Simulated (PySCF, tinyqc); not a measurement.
CIS on RHF in the sto-3g basis, for LiH, spin multiplicity 1, step by step. The lowest restricted solution is unstable here: a spin-polarised one lies 0.0090 hartree lower (PySCF). Computed by tinyqc, a small Python program that keeps every step (integrals from PySCF). Settings: charge = 0, multiplicity = 1, basis = sto-3g, method = RHF, energy threshold = 1e-10, iteration cap = 90, orthogonalisation = symmetric, start = Wolfsberg-Helmholz matrix, DIIS depth = 6. Command: `OMP_NUM_THREADS=1 python tinyqc.py 28367 28368 out.jsonl` (the two numbers bound the seeds that draw the settings). One thread of a shared host (Intel(R) Xeon(R) Processor @ 2.60GHz), about 0.06 s of CPU time with the checks. The early iterations of the SCF are left out here.

## One-electron integrals

Geometry (angstrom):
```
atom        x        y        z
Li    0.00000  0.00000  0.00000
H     0.00000  0.00000  2.26800
```

Basis sto-3g: exponents (1/bohr^2) and contraction coefficients of normalised primitives:
```
element  l (shell)  exponent  coefficient
Li           s (1)  16.11958      0.15433
Li           s (1)   2.93620      0.53533
Li           s (1)   0.79465      0.44463
Li           s (2)   0.63629     -0.09997
Li           s (2)   0.14786      0.39951
Li           s (2)   0.04809      0.70012
Li           p (3)   0.63629      0.15592
Li           p (3)   0.14786      0.60768
Li           p (3)   0.04809      0.39196
H            s (1)   3.42525      0.15433
H            s (1)   0.62391      0.53533
H            s (1)   0.16886      0.44463
```

Overlap, kinetic and nuclear-attraction integrals over the contracted functions; the nuclear repulsion is the sum of Za Zb / Rab.

nuclear repulsion = 0.6999699 hartree

overlap S, lower triangle:
```
          1Li 1s   1Li 2s  1Li 2px  1Li 2py  1Li 2pz    2H 1s
1Li 1s   1.00000
1Li 2s   0.24114  1.00000
1Li 2px  0.00000  0.00000  1.00000
1Li 2py  0.00000  0.00000  0.00000  1.00000
1Li 2pz  0.00000  0.00000  0.00000  0.00000  1.00000
2H 1s    0.01471  0.24111  0.00000  0.00000  0.35333  1.00000
```

kinetic energy T (hartree), lower triangle:
```
           1Li 1s   1Li 2s  1Li 2px  1Li 2py  1Li 2pz    2H 1s
1Li 1s    3.57679
1Li 2s   -0.02024  0.10216
1Li 2px   0.00000  0.00000  0.31968
1Li 2py   0.00000  0.00000  0.00000  0.31968
1Li 2pz   0.00000  0.00000  0.00000  0.00000  0.31968
2H 1s    -0.00636  0.00960  0.00000  0.00000  0.04438  0.76003
```

nuclear attraction V (hartree), lower triangle:
```
           1Li 1s    1Li 2s   1Li 2px   1Li 2py   1Li 2pz     2H 1s
1Li 1s   -8.21620
1Li 2s   -1.02061  -1.43257
1Li 2px   0.00000   0.00000  -1.40194
1Li 2py   0.00000   0.00000   0.00000  -1.40194
1Li 2pz  -0.00802  -0.08429   0.00000   0.00000  -1.46482
2H 1s    -0.05901  -0.37057   0.00000   0.00000  -0.54867  -1.92652
```

core Hamiltonian H = T + V (hartree), lower triangle:
```
           1Li 1s    1Li 2s   1Li 2px   1Li 2py   1Li 2pz     2H 1s
1Li 1s   -4.63942
1Li 2s   -1.04084  -1.33041
1Li 2px   0.00000   0.00000  -1.08226
1Li 2py   0.00000   0.00000   0.00000  -1.08226
1Li 2pz  -0.00802  -0.08429   0.00000   0.00000  -1.14514
2H 1s    -0.06538  -0.36097   0.00000   0.00000  -0.50429  -1.16649
```

## Two-electron integrals

Functions are numbered as in S; the eight-fold symmetry (ij|kl) = (ji|kl) = (kl|ij) leaves the list below.

Two-electron integrals (ij|kl) in chemists' order, unique and non-zero (hartree):
```
(11|11) 1.68040   (21|11) 0.26542   (21|21) 0.04994   (22|11) 0.39773
(22|21) 0.09286   (22|22) 0.29056   (31|31) 0.00898   (32|31) 0.01379
(32|32) 0.06418   (33|11) 0.39664   (33|21) 0.09288   (33|22) 0.29050
(33|33) 0.31295   (41|41) 0.00898   (42|41) 0.01379   (42|42) 0.06418
(43|43) 0.01687   (44|11) 0.39664   (44|21) 0.09288   (44|22) 0.29050
(44|33) 0.27921   (44|44) 0.31295   (51|51) 0.00898   (52|51) 0.01379
(52|52) 0.06418   (53|53) 0.01687   (54|54) 0.01687   (55|11) 0.39664
(55|21) 0.09288   (55|22) 0.29050   (55|33) 0.27921   (55|44) 0.27921
(55|55) 0.31295   (61|11) 0.01526   (61|21) 0.00291   (61|22) 0.00561
(61|33) 0.00554   (61|44) 0.00554   (61|51) 0.00040   (61|52) 0.00077
(61|55) 0.00575   (61|61) 0.00019   (62|11) 0.07046   (62|21) 0.01682
(62|22) 0.06056   (62|33) 0.05698   (62|44) 0.05698   (62|51) 0.00255
(62|52) 0.01920   (62|55) 0.06766   (62|61) 0.00121   (62|62) 0.02623
(63|31) 0.00092   (63|32) 0.00520   (63|53) 0.00248   (63|63) 0.00129
(64|41) 0.00092   (64|42) 0.00520   (64|54) 0.00248   (64|64) 0.00129
(65|11) 0.09840   (65|21) 0.02361   (65|22) 0.08703   (65|33) 0.08107
(65|44) 0.08107   (65|51) 0.00392   (65|52) 0.02971   (65|55) 0.09886
(65|61) 0.00173   (65|62) 0.04020   (65|65) 0.06191   (66|11) 0.23329
(66|21) 0.05624   (66|22) 0.22258   (66|33) 0.20439   (66|44) 0.20439
(66|51) 0.00798   (66|52) 0.07913   (66|55) 0.25883   (66|61) 0.00405
(66|62) 0.12836   (66|65) 0.20144   (66|66) 0.77461
```

## Orthogonalisation

S = U s U^T; symmetric (Loewdin) form X = U s^(-1/2) U^T, so that X^T S X = 1.

eigenvalues of S: 0.55111  0.80721  1.00000  1.00000  1.18278  1.45891

X, lower triangle:
```
           1Li 1s    1Li 2s  1Li 2px  1Li 2py   1Li 2pz    2H 1s
1Li 1s    1.02340
1Li 2s   -0.12908   1.04971
1Li 2px   0.00000   0.00000  1.00000
1Li 2py   0.00000   0.00000  0.00000  1.00000
1Li 2pz  -0.00553   0.03823  0.00000  0.00000   1.05426
2H 1s     0.01774  -0.14063  0.00000  0.00000  -0.20055  1.08012
```

## Iteration 8 (converged): orbitals

converged F (hartree), lower triangle:
```
           1Li 1s    1Li 2s  1Li 2px  1Li 2py   1Li 2pz     2H 1s
1Li 1s   -2.36751
1Li 2s   -0.64333  -0.20710
1Li 2px   0.00000   0.00000  0.15926
1Li 2py   0.00000   0.00000  0.00000  0.15926
1Li 2pz   0.01375  -0.05690  0.00000  0.00000   0.06550
2H 1s    -0.04070  -0.18586  0.00000  0.00000  -0.18405  -0.07186
```

Diagonalise F' = X^T F X, C = X C', fill 2 alpha and 2 beta electrons from the bottom; D = 2 C_occ C_occ^T. Each column has its largest component positive (the first on a tie).

F' = X^T F X (hartree), lower triangle:
```
          1         2        3        4         5        6
1  -2.31393
2  -0.36086  -0.04396
3   0.00000   0.00000  0.15926
4   0.00000   0.00000  0.00000  0.15926
5   0.01104   0.00034  0.00000  0.00000   0.14565
6   0.02481  -0.18603  0.00000  0.00000  -0.21824  0.04850
```

orbital energies (hartree): MO1 -2.36996, MO2 -0.22744, MO3 0.06909, MO4 0.15926, MO5 0.15926, MO6 0.36457

coefficients C:
```
              MO1       MO2       MO3      MO4       MO5       MO6
1Li 1s    0.99152  -0.14855  -0.21611  0.00000   0.00000   0.11167
1Li 2s    0.03314   0.50917   0.79976  0.00000   0.00000  -0.48972
1Li 2px   0.00000   0.00000   0.00000  0.51874   0.85493   0.00000
1Li 2py   0.00000   0.00000   0.00000  0.85493  -0.51874   0.00000
1Li 2pz  -0.00434   0.32072  -0.58327  0.00000   0.00000  -0.84267
2H 1s    -0.00181   0.60693  -0.22251  0.00000   0.00000   0.89949
```

D after iteration 8, lower triangle:
```
           1Li 1s   1Li 2s  1Li 2px  1Li 2py  1Li 2pz    2H 1s
1Li 1s    2.01034
1Li 2s   -0.08554  0.52071
1Li 2px   0.00000  0.00000  0.00000
1Li 2py   0.00000  0.00000  0.00000  0.00000
1Li 2pz  -0.10388  0.32631  0.00000  0.00000  0.20576
2H 1s    -0.18391  0.61795  0.00000  0.00000  0.38933  0.73674
```

Within a degenerate level the vectors are fixed only up to a rotation; this is one choice.

## Convergence

Stop when the energy changes by less than 1e-10 hartree and every element of the error matrix X^T (F D S - S D F) X is below 3e-06.

Course of the cycle:
```
iteration  E (hartree)     change  largest element of the error matrix
1           -7.7830286          -                             4.17e-02
2           -7.7934861  -1.05e-02                             2.58e-02
3           -7.7989540  -5.47e-03                             1.15e-02
4           -7.7997026  -7.49e-04                             3.04e-03
5           -7.7997385  -3.59e-05                             1.01e-04
6           -7.7997385  -1.72e-08                             1.61e-05
7           -7.7997385  -8.67e-10                             3.44e-06
8           -7.7997385  -2.52e-11                             2.60e-08
```

PySCF RHF in the same basis = -7.7997385 hartree

Converged in 8 iterations.

## Integrals over molecular orbitals

(pq|rs) = sum C_ip C_jq C_kr C_ls (ij|kl), one index at a time.

one-electron integrals over orbitals h = C^T H C (hartree), lower triangle:
```
          1         2         3         4         5         6
1  -4.63058
2   0.09547  -1.27173
3   0.16069   0.00912  -1.08728
4   0.00000   0.00000   0.00000  -1.08226
5   0.00000   0.00000   0.00000   0.00000  -1.08226
6  -0.05213   0.05328   0.01768   0.00000   0.00000  -1.01872
```

Two-electron integrals over orbitals (pq|rs), unique and non-zero (hartree):
```
(11|11) 1.65938    (21|11) -0.09775   (21|21) 0.00992    (22|11) 0.30558
(22|21) 0.00228    (22|22) 0.44306    (31|11) -0.14219   (31|21) 0.01069
(31|22) -0.01050   (31|31) 0.02203    (32|11) 0.03221    (32|21) -0.00252
(32|22) -0.06284   (32|31) -0.00033   (32|32) 0.02468    (33|11) 0.38923
(33|21) -0.00854   (33|22) 0.21231    (33|31) 0.00069    (33|32) 0.01599
(33|33) 0.32517    (41|41) 0.00980    (42|41) 0.00728    (42|42) 0.02097
(43|41) 0.01041    (43|42) 0.02073    (43|43) 0.04139    (44|11) 0.39634
(44|21) -0.00353   (44|22) 0.23980    (44|31) -0.00507   (44|32) 0.01611
(44|33) 0.27863    (44|44) 0.31295    (51|51) 0.00980    (52|51) 0.00728
(52|52) 0.02097    (53|51) 0.01041    (53|52) 0.02073    (53|53) 0.04139
(54|54) 0.01687    (55|11) 0.39634    (55|21) -0.00353   (55|22) 0.23980
(55|31) -0.00507   (55|32) 0.01611    (55|33) 0.27863    (55|44) 0.27921
(55|55) 0.31295    (61|11) 0.06769    (61|21) -0.00893   (61|22) -0.00719
(61|31) -0.00441   (61|32) 0.00284    (61|33) 0.01166    (61|44) 0.00163
(61|55) 0.00163    (61|61) 0.01066    (62|11) -0.08389   (62|21) 0.00119
(62|22) 0.10557    (62|31) 0.00448    (62|32) -0.04792   (62|33) -0.01789
(62|44) -0.04014   (62|55) -0.04014   (62|61) 0.00128    (62|62) 0.13171
(63|11) 0.02565    (63|21) -0.00216   (63|22) -0.06065   (63|31) 0.00393
(63|32) 0.02047    (63|33) 0.03700    (63|44) 0.00975    (63|55) 0.00975
(63|61) 0.00460    (63|62) -0.04168   (63|63) 0.03366    (64|41) -0.00566
(64|42) -0.01800   (64|43) -0.01136   (64|64) 0.01887    (65|51) -0.00566
(65|52) -0.01800   (65|53) -0.01136   (65|65) 0.01887    (66|11) 0.34918
(66|21) 0.00054    (66|22) 0.41365    (66|31) -0.01042   (66|32) -0.05031
(66|33) 0.23896    (66|44) 0.25610    (66|55) 0.25610    (66|61) -0.00525
(66|62) 0.08997    (66|63) -0.04705   (66|66) 0.40764
```

## CIS matrix, singlets

A(ia,jb) = (e_a - e_i) d_ij d_ab + 2 (ia|jb) - (ij|ab).

CIS matrix A, singlet (hartree), lower triangle:
```
          1>3      1>4      1>5      1>6       2>3      2>4      2>5      2>6
1>3   2.09389
1>4   0.00000  2.15248
1>5   0.00000  0.00000  2.15248
1>6  -0.03447  0.00000  0.00000  2.40669
2>3   0.00789  0.00000  0.00000  0.00784   0.13358
2>4   0.00000  0.01808  0.00000  0.00000   0.00000  0.18884
2>5   0.00000  0.00000  0.01808  0.00000   0.00000  0.00000  0.18884
2>6   0.01112  0.00000  0.00000  0.00203  -0.03518  0.00000  0.00000  0.44176
```

## CIS singlet states

dipole integrals <i|r|a> (bohr):
```
           x         y         z
1>3  0.00000   0.00000  -0.13106
1>4  0.10657   0.17564   0.00000
1>5  0.17564  -0.10657   0.00000
1>6  0.00000   0.00000  -0.14636
2>3  0.00000   0.00000  -0.88900
2>4  0.51928   0.85582   0.00000
2>5  0.85582  -0.51928   0.00000
2>6  0.00000   0.00000   1.15284
```

Diagonalise A (1 hartree = 27.211386 eV); each vector has its largest component positive (the first on a tie). The transition dipole is mu = sqrt2 sum c_ia <i|r|a>.

singlet excitation energies (eV): 3.52499  5.13397  5.13397  12.12721  56.87853  58.57652  58.57652  65.59201

lowest vectors:
```
      state 1   state 2   state 3   state 4  state 5  state 6
1>3  -0.00469   0.00000   0.00000  -0.00618  0.99410  0.00000
1>4   0.00000  -0.00431  -0.00814   0.00000  0.00000  0.99452
1>5   0.00000  -0.00814   0.00431   0.00000  0.00000  0.10417
1>6  -0.00359   0.00000   0.00000  -0.00069  0.10814  0.00000
2>3   0.99367   0.00000   0.00000  -0.11220  0.00432  0.00000
2>4   0.00000   0.46770   0.88384   0.00000  0.00000  0.00916
2>5   0.00000   0.88384  -0.46770   0.00000  0.00000  0.00096
2>6   0.11217   0.00000   0.00000   0.99367  0.00675  0.00000
```

oscillator strengths 2/3 w |mu|^2: 0.09792  0.25111  0.25111  0.92283  0.05633  0.13225

Within a degenerate level the vectors are fixed only up to a rotation; this is one choice.

## CIS matrix, triplets

A(ia,jb) = (e_a - e_i) d_ij d_ab - (ij|ab).

CIS matrix A, triplet (hartree), lower triangle:
```
          1>3      1>4      1>5       1>6      2>3      2>4      2>5      2>6
1>3   2.04982
1>4   0.00000  2.13288
1>5   0.00000  0.00000  2.13288
1>6  -0.02565  0.00000  0.00000   2.38536
2>3   0.00854  0.00000  0.00000   0.00216  0.08422
2>4   0.00000  0.00353  0.00000   0.00000  0.00000  0.14689
2>5   0.00000  0.00000  0.00353   0.00000  0.00000  0.00000  0.14689
2>6   0.00216  0.00000  0.00000  -0.00054  0.06065  0.00000  0.00000  0.17835
```

## CIS triplet states

Diagonalise A (1 hartree = 27.211386 eV); each vector has its largest component positive (the first on a tie).

triplet excitation energies (eV): 1.48270  3.99687  3.99687  5.66115  55.72645  58.03866  58.03866  64.96198

lowest vectors:
```
      state 1   state 2   state 3   state 4  state 5  state 6
1>3  -0.00338   0.00000   0.00000  -0.00310  0.99711  0.00000
1>4   0.00000  -0.00038  -0.00174   0.00000  0.00000  0.05401
1>5   0.00000  -0.00174   0.00038   0.00000  0.00000  0.99854
1>6  -0.00097   0.00000   0.00000  -0.00025  0.07577  0.00000
2>3   0.89812   0.00000   0.00000   0.43972  0.00446  0.00000
2>4   0.00000   0.21496   0.97662   0.00000  0.00000  0.00010
2>5   0.00000   0.97662  -0.21496   0.00000  0.00000  0.00178
2>6  -0.43973   0.00000   0.00000   0.89813  0.00128  0.00000
```

Within a degenerate level the vectors are fixed only up to a rotation; this is one choice.
